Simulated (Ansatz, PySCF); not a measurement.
System: pyrrole, C4H5N (charge 0, singlet). 
Structure (B3LYP-D3(BJ)/def2-TZVP (Ansatz, a quantum-chemistry and plane-wave program) minimum search):
SMILES: [nH]1cccc1
```xyz
10

H      0.0211    -0.0014     2.1219
N      0.0111    -0.0008     1.1183
C      0.0095     1.1219     0.3315
C     -0.0029    -1.1224     0.3301
C     -0.0058     0.7114    -0.9796
C     -0.0137    -0.7101    -0.9804
H      0.0192     2.1075     0.7635
H     -0.0040    -2.1085     0.7609
H     -0.0109     1.3576    -1.8413
H     -0.0258    -1.3551    -1.8429
```
Charge 0, spin multiplicity 1.

Dipole moments at this geometry, in debye (magnitudes).

```
level                program  dipole (D)
-------------------  -------  ----------
BLYP/def2-TZVPD       Ansatz        1.83
B3LYP/def2-TZVPD       PySCF        1.84
TPSSh/def2-TZVPD       PySCF        1.85
wB97X-V/def2-TZVPD    Ansatz        1.87
CCSD(T)/aug-cc-pVDZ   Ansatz        1.86
```

Measured: 1.84 D (NIST CCCBDB, as tabulated in the package chemicals), a vibrational average. This is an older compilation, not checked against later work.
